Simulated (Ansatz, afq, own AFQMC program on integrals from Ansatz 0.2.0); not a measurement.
Integrals from Ansatz 0.2.0, then the random walk in our own AFQMC program (afq).

```yaml
crystal:
  periodic: [false, false, false]
  atoms:
    - {symbol: C, position_ang: [0.431754, 1.344156, 0.690680]}
    - {symbol: S, position_ang: [1.137654, 0.472349, -0.701807]}
    - {symbol: H, position_ang: [-0.620095, 1.558678, 0.428994]}
    - {symbol: H, position_ang: [0.928549, 2.308418, 0.875864]}
    - {symbol: H, position_ang: [0.425338, 0.732398, 1.605269]}
basis:
  gaussian: {orbitals: def2-SVP}
magnetization: {spin_polarized: true, initial_magnetization: 1}
correlation: {method: ccsd_t, electrons: outside_noble_gas, hamiltonian_folder: ham}
```

```sh
$ ansatz run in.yaml --threads 1 --pin off --events-out ev --progress --plain --max-ram 15360MiB --backend cuda --devices 0, --max-vram 18GiB
```

afq runs on the folder ham with

```
--method free --trial cisd --walkers 4000 --time-step 0.03 --max-blocks 4000 --target-error 0.00025 --factor-cut 1e-05 --seed 9625 --times 0,0.21,0.42,0.81,1.2,1.8,2.4,3 --taylor-order 8
```

Times are imaginary, in 1/Eh. The walk had a cap of 66 s.

Log:

```
orbitals 41  electrons 7 6  factors 319 of 462
reference energy -436.96277751 Eh
CCSD correlation -0.28598583 Eh in 10 cycles, weight of the determinant in the CISD state 0.8879
repeat  energy at the last time / Eh  error
    10  -437.257166  0.000155
    20  -437.256956  0.000143
    30  -437.257010  0.000111
time / (1/Eh)  energy / Eh  error  mean overlap
  0.00  -437.248797  0.000038  1.1265
  0.21  -437.253067  0.000045  1.1277
  0.42  -437.254979  0.000050  1.1251
  0.81  -437.256347  0.000065  1.1213
  1.20  -437.256690  0.000083  1.1232
  1.80  -437.256844  0.000083  1.1277
  2.40  -437.257067  0.000101  1.1292
  3.00  -437.257022  0.000108  1.1365
energy -437.257022 +/- 0.000108 Eh
```

The run passed its tests (error under three times the target), which doesn't prove that it has relaxed.

Against this walk (error 2.9 meV) on the same determinant: CCSD(T) 30.4 meV higher, CCSDT(Q) 0.8 meV higher (within the noise). The error is statistical, and a free projection of finite length keeps a remainder of its start.

Cautions: remainder of the start not in the error.

The walk took 28 s on 1 × NVIDIA H100 80GB HBM3 with 2 threads of AMD EPYC 7R13 Processor (Zen 3), with other jobs on the host (the card was shared). The log's last line is the free-projection energy.

CCSDT and higher add their correlation energy to the determinant of the CCSD(T) run, since their own runs factorise the integrals more tightly (a shift of under 2 meV).
